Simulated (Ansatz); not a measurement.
Process, species as SMILES: FCl (F-Cl) → F atom + Cl atom
B3LYP-D3(BJ)/def2-TZVP geometries, fixed; electronic energies without zero-point terms.
Largest species:
```xyz
2

F      0.0000     0.0000    -1.0729
Cl     0.0000     0.0000     0.5680
```
Charge 0, spin multiplicity 1.

Basis-set convergence of the bond dissociation energy at CCSD(T) with Ansatz (a program for electronic structure). Cartesian d functions, on some or all atoms, in 6-311G**, 6-311+G**; all else is spherical. Cores are frozen. Open shells are unrestricted. No added dispersion term, no relativity. Functions are those of the species that has most. Reference: Hartree-Fock in aug-cc-pV(Q+d)Z plus the correlation part extrapolated as X^-3 from aug-cc-pV(T+d)Z and aug-cc-pV(Q+d)Z, 62.43 kcal/mol, itself unsure by roughly 0.56 kcal/mol (a third of the extrapolation step and of the last Hartree-Fock step). Deviations are taken from unrounded values.

```
basis            functions  bond dissociation energy (kcal/mol)
---------------  ---------  -----------------------------------
def2-SVP                32                                46.37
def2-SVPD               50                                49.52
pcseg-1                 32                                44.20
aug-pcseg-1             50                                50.51
cc-pV(D+d)Z             37                                44.07
aug-cc-pV(D+d)Z         55                                53.35
6-311G**                45                                43.46
6-311+G**               53                                46.04
pcseg-2                 64                                57.84
aug-pcseg-2             96                                59.50
def2-TZVP               68                                56.34
def2-TZVPD              86                                57.59
cc-pV(T+d)Z             69                                55.95
aug-cc-pV(T+d)Z        101                                59.08
def2-TZVPP              73                                56.47
def2-TZVPPD             91                                57.67
cc-pV(Q+d)Z            119                                59.82
aug-cc-pV(Q+d)Z        169                                61.20
pcseg-3                124                                60.97
aug-pcseg-3            174                                61.27
def2-QZVPP             127                                59.93
def2-QZVPPD            145                                60.20
```

What the diffuse functions change, pair by pair:
- def2-SVP to def2-SVPD: 18 more functions, deviation -16.06 to -12.92 kcal/mol
- pcseg-1 to aug-pcseg-1: 18 more functions, deviation -18.23 to -11.93 kcal/mol
- cc-pV(D+d)Z to aug-cc-pV(D+d)Z: 18 more functions, deviation -18.36 to -9.09 kcal/mol
- 6-311G** to 6-311+G**: 8 more functions, deviation -18.97 to -16.39 kcal/mol
- pcseg-2 to aug-pcseg-2: 32 more functions, deviation -4.60 to -2.93 kcal/mol
- def2-TZVP to def2-TZVPD: 18 more functions, deviation -6.09 to -4.84 kcal/mol
- cc-pV(T+d)Z to aug-cc-pV(T+d)Z: 32 more functions, deviation -6.49 to -3.36 kcal/mol
- def2-TZVPP to def2-TZVPPD: 18 more functions, deviation -5.96 to -4.76 kcal/mol
- cc-pV(Q+d)Z to aug-cc-pV(Q+d)Z: 50 more functions, deviation -2.62 to -1.23 kcal/mol
- pcseg-3 to aug-pcseg-3: 50 more functions, deviation -1.46 to -1.16 kcal/mol
- def2-QZVPP to def2-QZVPPD: 18 more functions, deviation -2.51 to -2.23 kcal/mol

Leaving out the reference's own pair, they bring the value nearer the reference by more than 0.56 kcal/mol in 8 of 10 pairs.
